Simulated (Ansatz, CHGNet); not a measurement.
For zinc-blende AlP, the machine-learned potential CHGNet 0.3.0 (trained on PBE and PBE+U data) gives:

| Property | Value |
|---|---|
| lattice constant a | 5.512 Å |
| elastic constant C11 | 92.7 GPa |
| elastic constant C44 | 14.1 GPa |
| polycrystal shear modulus | 7.81 GPa |

Problem. What does PBE0 (Ansatz, a first-principles code, plane waves, PAW) give for the same quantities?

Solution. 
- lattice constant a: 5.473 Å (drops by 0.7 %)
- elastic constant C11: 138 GPa (rises by 49 %)
- elastic constant C44: 66.1 GPa (goes up by 370 %)
- Voigt–Reuss–Hill shear modulus: 51.3 GPa (increases by 560 %)

For comparison: lattice constant a 5.451 Å (measured, static lattice: zero-point anharmonic expansion removed; as tabulated in Mejia-Rodriguez and Trickey (2018), arXiv:1807.09216).

Changes are worked out from the printed values.

Unless a cell is named, each level is at its own relaxed cell (CHGNet 0.3.0 20.93, PBE0 20.49 Å³/atom).

Ansatz's density-functional and Hartree–Fock values are scalar-relativistic unless marked +SOC, with PAW data made under PBE.
